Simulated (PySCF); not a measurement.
## Ionisation of 2-butanone

Molecule: 2-butanone, `CCC(C)=O` (C4H8O). Atom numbers as in the mapped SMILES `[CH3:1][CH2:2][C:3]([CH3:4])=[O:5]`.

These are calculated values, ωB97X-D3(BJ)/ma-def2-TZVP in PySCF (grid level 2) at geometries from PBE0-D3(BJ)/def2-SVP. The prefix ma- adds one diffuse s and one diffuse p function on all atoms but H. Thermal corrections: PBE0-D3(BJ)/def2-SVP frequencies, unscaled, ideal gas at 298.15 K and 1 bar, quasi-RRHO entropy.

Frontier levels of the parent: HOMO -9.74 eV, LUMO 1.03 eV.

Oxidation to the radical cation:
* Vertical ionisation energy (electronic): 9.60 eV
* Adiabatic ionisation energy (with zero-point energy): 9.44 eV
* Adiabatic, electronic part: 9.50 eV
* Vertical gap at the product's structure: 9.38 eV
* Inner reorganisation energy (four-point): 216 meV
* Relaxation of product / of parent: 96 / 120 meV
* ⟨S²⟩ of the product: 0.757
* Largest spin populations: O5 0.76, C2 0.15, C4 0.13
* Largest changes of atomic charge: O5 0.44
* Distances that move most (Å): C2–C3 1.515 → 1.540; C3–O5 1.207 → 1.198; C1–C2 1.515 → 1.506
* Potential in acetonitrile: 7.10 V absolute, 2.56 V against Fc+/Fc computed at 4.54 V (solvation -23 → -246 kJ/mol)

Solvents are IEF-PCM continua (electrostatics only, gas-phase structures); absolute potentials refer to an electron at rest in vacuum. Fc+/Fc in acetonitrile, 4.54 V, is ωB97X-D3(BJ)/ma-def2-TZVP on PBE0-D3(BJ)/def2-SVP structures with GFN2-xTB thermal terms. Benchmark calculations put it near 5.0 V in acetonitrile and DMSO, so it is about 0.5 V low, and the value against it can read up to that much too high.

Measured values (NIST Chemistry WebBook, evaluated or the median of agreeing entries): adiabatic ionisation energy 9.52 eV (computed 9.44, difference -0.08).
